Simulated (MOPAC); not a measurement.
MOPAC input (PM3):

```
PM3 1SCF CHARGE=-1 GEO-OK AUX(PRECISION=9) THREADS=1
CH3S

C    -0.02414292 1    1.12315603 1    0.01877293 1
S     0.01525850 1   -0.70984264 1   -0.01186463 1
H    -1.05021111 1    1.51794223 1    0.00835545 1
H     0.46073541 1    1.53526110 1    0.91534586 1
H     0.49019726 1    1.56534275 1   -0.84650488 1
```

From the last part of the output:

```
                                                       MOPAC v23.2.5 Linux

          FINAL HEAT OF FORMATION =        -21.62459 KCAL/MOL =     -90.47729 KJ/MOL

          COSMO AREA              =         81.31 SQUARE ANGSTROMS
          COSMO VOLUME            =         64.22 CUBIC ANGSTROMS

          IONIZATION POTENTIAL    =          2.320428 EV
          HOMO LUMO ENERGIES (EV) =         -2.320  7.350
          NO. OF FILLED LEVELS    =          7
          MOLECULAR WEIGHT        =         47.0947         POINT GROUP:  C3v

          MOLECULAR DIMENSIONS (Angstroms)

            Atom       Atom       Distance
            H     4    S     2     2.46955
            H     3    H     5     1.76235
            H     5    S     2     1.39068

          SCF CALCULATIONS        =          1

   ATOM   CHEMICAL          X               Y               Z
  NUMBER   SYMBOL      (ANGSTROMS)     (ANGSTROMS)     (ANGSTROMS)

     1       C         -0.02414292  *   1.12315603  *   0.01877293  *
     2       S          0.01525850  *  -0.70984264  *  -0.01186463  *
     3       H         -1.05021111  *   1.51794223  *   0.00835545  *
     4       H          0.46073541  *   1.53526110  *   0.91534586  *
     5       H          0.49019726  *   1.56534275  *  -0.84650488  *

                             CARTESIAN COORDINATES

   1    C       -0.024142920     1.123156030     0.018772930
   2    S        0.015258500    -0.709842640    -0.011864630
   3    H       -1.050211110     1.517942230     0.008355450
   4    H        0.460735410     1.535261100     0.915345860
   5    H        0.490197260     1.565342750    -0.846504880

           Empirical Formula: C H3 S  =     5 atoms

      MOLECULAR POINT GROUP   :   C3v

                  EIGENVALUES
 -25.63755 -16.45806  -9.09303  -9.09303  -6.59696  -2.32043  -2.32043   7.35006
   9.04819   9.20229   9.20229

              NET ATOMIC CHARGES AND DIPOLE CONTRIBUTIONS

  ATOM NO.   TYPE          CHARGE      No. of ELECS.   s-Pop       p-Pop
    1          C          -0.082099        4.0821     1.13607     2.94603
    2          S          -0.916579        6.9166     1.96540     4.95118
    3          H          -0.000441        1.0004     1.00044
    4          H          -0.000441        1.0004     1.00044
    5          H          -0.000441        1.0004     1.00044
 DIPOLE           X         Y         Z       TOTAL
 POINT-CHG.    -0.047     2.202     0.037     2.203
 HYBRID        -0.026     1.190     0.020     1.190
 SUM           -0.073     3.392     0.057     3.393

          ATOMIC ORBITAL ELECTRON POPULATIONS

     Atom    s        px        py        pz
    1  C   1.13607   0.97334   0.99936   0.97333
    2  S   1.96540   1.98677   0.97746   1.98695
    3  H   1.00044
    4  H   1.00044
    5  H   1.00044

 **********************
 *                    *
 * JOB ENDED NORMALLY *
 *                    *
 **********************

 == MOPAC DONE ==
```

The dipole moment of an ion depends on the origin.
